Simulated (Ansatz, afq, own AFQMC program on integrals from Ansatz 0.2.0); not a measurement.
**Where AFQMC and coupled cluster stand for HO, doublet**

```json
{"atom": "O", "x (Å)": "0.0000", "y (Å)": "0.0000", "z (Å)": "0.0000"}
{"atom": "H", "x (Å)": "0.0000", "y (Å)": "0.0000", "z (Å)": "1.3170"}
```

Basis cc-pVDZ. Only valence electrons are correlated. Integrals, coupled cluster, full CI and functionals: Ansatz 0.2.0; the random walks run on the same integrals in our own AFQMC program. ph-AFQMC/CISD is guided by a CISD state made of CCSD amplitudes; releasing the constraint for a short imaginary time cuts its bias at the price of noise, slowly where states lie close. ± is one standard error of the sampling.

Determinant: UHF, the one that the program's search chose, which needn't be the lowest solution. The geometry is a point of a scan.

Full CI on the same integrals is exact in this basis and with this determinant's frozen core.

Cautions: raised T1 diagnostic (T1 0.047, weight of the determinant 0.90, largest double 0.12); unrestricted determinant spin contaminated (⟨S²⟩ 0.90 against 0.75).

The T1 diagnostic is 0.0466 and the weight of the determinant in the CISD state is 0.904. The ⟨S²⟩ of the determinant is 0.897 and the size of the correlated space is 7 electrons in 18 orbitals.

Reference: full CI, correlation energy -4.891 eV. The released energy is read at 2.40 1/Eh (meV from the phaseless value at times in 1/Eh: -6.9 ± 1.5 at 0.24, -13.4 ± 1.8 at 0.51, -13.1 ± 1.3 at 0.99, -15.8 ± 1.7 at 1.62, -16.6 ± 2.1 at 2.40).

```csv
level,E − E(reference) (meV),share of correlation (%)
HF,4891.3,0.00
MP2,808.0,83.48
CCSD,103.6,97.88
CCSD(T),26.3,99.46
CCSDT,12.5,99.74
CCSDT(Q),1.0,99.98
CCSDTQ,0.4,99.99
ph-AFQMC/CISD,14.1 ± 2.8,99.71
released AFQMC,-2.5 ± 2.1,100.05
```

CCSDT and higher add their correlation energy to the determinant of the CCSD(T) run, since their own runs factorise the integrals more tightly (a shift of under 2 meV). A walk keeps the symmetry of its determinant, which the program's search chose and which needn't be the lowest solution, so a lower state of the same spin and another symmetry isn't excluded. Released energies are given only where the last usable release times agree within the noise; a slower fall can still hide under it.
